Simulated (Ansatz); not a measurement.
Basis-set extrapolation for C2H6N2O, SMILES `N=COCN` (PBE0-D4/def2-TZVP geometry, frozen core, the Gaussian-basis code of Ansatz). Multiplicity 1, RHF reference.

|  | def2-TZVPP | def2-QZVPP |
| --- | --- | --- |
| HF | -263.071593 | -263.084087 |
| MP2 correlation | -0.982192 | -1.052168 |
| CCSD(T) correlation | -1.051327 | not run |

Energies in hartree. Use E(X) = E(∞) + A·exp(−7.88·√X) for Hartree–Fock and E(X) = E(∞) + B·X^(−2.97) for correlation, with X = 3 and 4, and add CCSD(T) minus MP2 of the smaller set to the MP2 limit.

**Question.** What is the CCSD(T) energy at the basis-set limit?

**Answer.** HF limit: -263.084087 + (-0.012494) × 0.13774 = -263.08581. MP2 limit: -1.052168 + (-0.069976) × 0.74074 = -1.10400. Higher-order term: -1.051327 − (-0.982192) = -0.06913. Total: -264.25894 hartree, 3.70 eV below CCSD(T)/def2-TZVPP.
